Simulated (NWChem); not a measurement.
Program: NWChem. System: H2Si, charge 0, spin multiplicity 3, at a geometry optimised with UB3LYP/def2-SVP. The structure started from a generated list of species. Its SCF solution wasn't tested for a lower state. Level: UPBE/def2-SVP.

Output (cleaned and shortened):

```
             Northwest Computational Chemistry Package (NWChem) 7.3.0
             --------------------------------------------------------

                                NWChem Input Module
                                -------------------

 Scaling coordinates for geometry "geometry" by  1.889725989
 (inverse scale =  0.529177249)

 Turning off AUTOSYM since
 SYMMETRY directive was detected!

                             Geometry "geometry" -> ""
                             -------------------------

 Output coordinates in angstroms (scale by  1.889725989 to convert to a.u.)

  No.       Tag          Charge          X              Y              Z
 ---- ---------------- ---------- -------------- -------------- --------------
    1 Si                  14.0000     0.00000000     0.00000000    -0.09509100
    2 H                    1.0000     1.28667900     0.00000000     0.66563900
    3 H                    1.0000    -1.28667900     0.00000000     0.66563900

 Effective nuclear repulsion energy (a.u.)      10.1183610426

            Nuclear Dipole moment (a.u.)
            ----------------------------
        X                 Y               Z
 ---------------- ---------------- ----------------
     0.0000000000     0.0000000000     0.0000075589

      Symmetry information
      --------------------

 Group name             C2v
 Group number             16
 Group order               4
 No. of unique centers     2

      Symmetry unique atoms

     1    2


 Summary of "ao basis" -> "" (spherical)
 ------------------------------------------------------------------------------
       Tag                 Description            Shells   Functions and Types
 ---------------- ------------------------------  ------  ---------------------
 *                          def2-svp                  on all atoms

  pbe96 is a nonlocal functional; adding pw91lda local functional.

                                 NWChem DFT Module
                                 -----------------

 Summary of "ao basis" -> "ao basis" (spherical)
 ------------------------------------------------------------------------------
       Tag                 Description            Shells   Functions and Types
 ---------------- ------------------------------  ------  ---------------------
 Si                         def2-svp                 8       18   4s3p1d
 H                          def2-svp                 3        5   2s1p

 Summary of "ao basis" -> "ao basis" (spherical)
 ------------------------------------------------------------------------------
       Tag                 Description            Shells   Functions and Types
 ---------------- ------------------------------  ------  ---------------------
 Si                         def2-svp                 8       18   4s3p1d
 H                          def2-svp                 3        5   2s1p

      Symmetry analysis of basis
      --------------------------

        a1         13
        a2          2
        b1          8
        b2          5

            General Information
            -------------------
          SCF calculation type: DFT
          Wavefunction type:  spin polarized.
          No. of atoms     :     3
          No. of electrons :    16
           Alpha electrons :     9
            Beta electrons :     7
          Charge           :     0
          Spin multiplicity:     3
          Use of symmetry is: on ; symmetry adaption is: on
          Maximum number of iterations: 100
          AO basis - number of functions:    28
                     number of shells:    14
          Convergence on energy requested:  1.00D-06
          Convergence on density requested:  1.00D-05
          Convergence on gradient requested:  5.00D-04

              XC Information
              --------------
          PerdewBurkeErnzerhof Exchange Functional  1.000
            Perdew 1991 LDA Correlation Functional  1.000 local
           PerdewBurkeErnz. Correlation Functional  1.000 non-local

             Grid Information
             ----------------
          Grid used for XC integration:  medium
          Radial quadrature: Mura-Knowles
          Angular quadrature: Lebedev.
          Tag              B.-S. Rad. Rad. Pts. Rad. Cut. Ang. Pts.
[...]
              MO Center= -4.3D-16,  3.9D-16, -9.7D-02, r^2= 2.4D+00
   Bfn.  Coefficient  Atom+Function         Bfn.  Coefficient  Atom+Function
  ----- ------------  ---------------      ----- ------------  ---------------
    12      0.673075  1 Si py                 9      0.447782  1 Si py
     6     -0.233336  1 Si py

 Vector   10  Occ=0.000000D+00  E= 3.291457D-04  Symmetry=a1
              MO Center=  2.1D-15,  2.6D-16,  4.9D-01, r^2= 3.2D+00
   Bfn.  Coefficient  Atom+Function         Bfn.  Coefficient  Atom+Function
  ----- ------------  ---------------      ----- ------------  ---------------
     4      1.235550  1 Si s                 20     -1.054090  2 H  s
    25     -1.054090  3 H  s                 13      0.964199  1 Si pz
     3      0.427237  1 Si s                 19     -0.234701  2 H  s
    24     -0.234701  3 H  s                  2      0.213568  1 Si s
    10      0.198311  1 Si pz                18     -0.172875  1 Si d  2

 Vector   11  Occ=0.000000D+00  E= 2.135160D-02  Symmetry=b1
              MO Center=  6.2D-15,  2.8D-16, -2.1D-01, r^2= 3.5D+00
   Bfn.  Coefficient  Atom+Function         Bfn.  Coefficient  Atom+Function
  ----- ------------  ---------------      ----- ------------  ---------------
    11      1.521159  1 Si px                20     -1.097508  2 H  s
    25      1.097508  3 H  s                  8      0.248582  1 Si px
    17      0.196246  1 Si d  1              19     -0.181363  2 H  s
    24      0.181363  3 H  s                  5     -0.138357  1 Si px

 Vector   12  Occ=0.000000D+00  E= 1.239328D-01  Symmetry=a1
              MO Center= -9.4D-16,  5.3D-17,  4.1D-02, r^2= 4.4D+00
   Bfn.  Coefficient  Atom+Function         Bfn.  Coefficient  Atom+Function
  ----- ------------  ---------------      ----- ------------  ---------------
     4      2.346735  1 Si s                  3     -1.889617  1 Si s
     2     -0.394187  1 Si s                 20     -0.295302  2 H  s
    25     -0.295302  3 H  s                 13      0.292005  1 Si pz
    19     -0.119292  2 H  s                 24     -0.119292  3 H  s
    18     -0.112778  1 Si d  2               1     -0.055374  1 Si s

                     DFT Final Beta Molecular Orbital Analysis
                     -----------------------------------------

 Vector    5  Occ=1.000000D+00  E=-3.480637D+00  Symmetry=b2
              MO Center= -3.6D-18, -2.1D-17, -9.5D-02, r^2= 1.0D-01
   Bfn.  Coefficient  Atom+Function         Bfn.  Coefficient  Atom+Function
  ----- ------------  ---------------      ----- ------------  ---------------
     6      0.984612  1 Si py                 9      0.048091  1 Si py

 Vector    6  Occ=1.000000D+00  E=-4.407965D-01  Symmetry=a1
              MO Center= -1.8D-15,  1.2D-16,  3.3D-01, r^2= 1.7D+00
   Bfn.  Coefficient  Atom+Function         Bfn.  Coefficient  Atom+Function
  ----- ------------  ---------------      ----- ------------  ---------------
     3      0.611057  1 Si s                  2      0.380405  1 Si s
    19      0.230810  2 H  s                 24      0.230810  3 H  s
     4      0.146980  1 Si s                 10      0.087776  1 Si pz
    20      0.080376  2 H  s                 25      0.080376  3 H  s
     1      0.061563  1 Si s                  7     -0.052115  1 Si pz

 Vector    7  Occ=1.000000D+00  E=-3.193714D-01  Symmetry=b1
              MO Center=  2.0D-15,  1.2D-31,  4.4D-01, r^2= 2.2D+00
   Bfn.  Coefficient  Atom+Function         Bfn.  Coefficient  Atom+Function
  ----- ------------  ---------------      ----- ------------  ---------------
    19      0.335987  2 H  s                 24     -0.335987  3 H  s
     8      0.299479  1 Si px                11      0.188841  1 Si px
    20      0.179225  2 H  s                 25     -0.179225  3 H  s
     5     -0.171679  1 Si px                17     -0.060970  1 Si d  1

 Vector    8  Occ=0.000000D+00  E=-1.507771D-01  Symmetry=a1
              MO Center= -1.9D-15,  9.3D-16, -4.2D-01, r^2= 2.3D+00
   Bfn.  Coefficient  Atom+Function         Bfn.  Coefficient  Atom+Function
  ----- ------------  ---------------      ----- ------------  ---------------
    13     -0.411159  1 Si pz                 3      0.409050  1 Si s
     4      0.406529  1 Si s                 10     -0.331715  1 Si pz
     2      0.231408  1 Si s                 20     -0.209507  2 H  s
    25     -0.209507  3 H  s                 19     -0.192561  2 H  s
    24     -0.192561  3 H  s                  7      0.182808  1 Si pz

 Vector    9  Occ=0.000000D+00  E=-9.018702D-02  Symmetry=b2
              MO Center= -2.6D-16, -1.9D-15, -5.4D-02, r^2= 2.5D+00
   Bfn.  Coefficient  Atom+Function         Bfn.  Coefficient  Atom+Function
  ----- ------------  ---------------      ----- ------------  ---------------
    12      0.709563  1 Si py                 9      0.401024  1 Si py
     6     -0.219131  1 Si py                15      0.033103  1 Si d -1

 Vector   10  Occ=0.000000D+00  E= 3.424470D-02  Symmetry=a1
              MO Center=  3.2D-16,  5.5D-16,  5.1D-01, r^2= 3.2D+00
   Bfn.  Coefficient  Atom+Function         Bfn.  Coefficient  Atom+Function
  ----- ------------  ---------------      ----- ------------  ---------------
     4      1.213536  1 Si s                 20     -1.093315  2 H  s
    25     -1.093315  3 H  s                 13      0.982648  1 Si pz
     3      0.501071  1 Si s                  2      0.234273  1 Si s
    10      0.216971  1 Si pz                19     -0.206807  2 H  s
    24     -0.206807  3 H  s                 18     -0.117464  1 Si d  2

   alpha - beta orbital overlaps
   -----------------------------

   alpha      1      2      3      4      5      6      7      8      9     10
    beta      1      2      3      5      4      6      7      8      9     10
 overlap   1.000  1.000  1.000  1.000  1.000  0.993  1.000  0.992  0.998  0.996

   alpha     11     12     13     14     15     16     17     18     19     20
    beta     11     12     13     14     15     16     17     18     19     20
 overlap   0.998  0.994  0.999  0.990  0.908  1.000  0.942  0.907  0.941  0.998

   alpha     21     22     23     24     25     26     27     28
    beta     21     22     23     24     25     26     27     28
 overlap   0.994  0.998  1.000  1.000  1.000  1.000  1.000  1.000

     --------------------------
     Expectation value of S2:
     --------------------------
      <S2> =      2.0025 (Exact =     2.0000)

 center of mass
 --------------
 x =   0.00000000 y =   0.00000000 z =  -0.08308402

 moments of inertia (a.u.)
 ------------------
           3.885618081226           0.000000000000           0.000000000000
           0.000000000000          15.802241633604           0.000000000000
           0.000000000000           0.000000000000          11.916623552378

     Multipole analysis of the density
     ---------------------------------

     L   x y z        total         alpha         beta         nuclear
     -   - - -        -----         -----         ----         -------
     0   0 0 0     -0.000000     -9.000000     -7.000000     16.000000

     1   1 0 0     -0.000000     -0.000000     -0.000000      0.000000
     1   0 1 0     -0.000000     -0.000000     -0.000000      0.000000
     1   0 0 1      0.007529      0.556454     -0.548933      0.000008

     2   2 0 0    -10.974457    -13.285451     -9.513106     11.824100
     2   1 1 0     -0.000000     -0.000000     -0.000000      0.000000
     2   1 0 1      0.000000      0.000000     -0.000000      0.000000
     2   0 2 0    -12.106989     -9.426578     -2.680411      0.000000
     2   0 1 1      0.000000      0.000000     -0.000000      0.000000
     2   0 0 2    -11.021992    -10.378524     -4.260038      3.616569

 Task  times  cpu:        0.3s     wall:        0.3s

 Total times  cpu:        0.3s     wall:        0.3s
```

Q: Write an NWChem input that would produce this output.

A: One answer among several that fit: 
```
start mol
memory heap 200 mb stack 900 mb global 1100 mb
geometry units angstroms nocenter noautoz
  Si     0.000000     0.000000    -0.095091
  H      1.286679     0.000000     0.665639
  H     -1.286679     0.000000     0.665639
  symmetry group C2v
end
basis spherical
  * library def2-svp
end
dft
  xc xpbe96 cpbe96
  odft
  mult 3
  semidirect memsize 60000000 filesize 0
  iterations 100
end
task dft energy
```
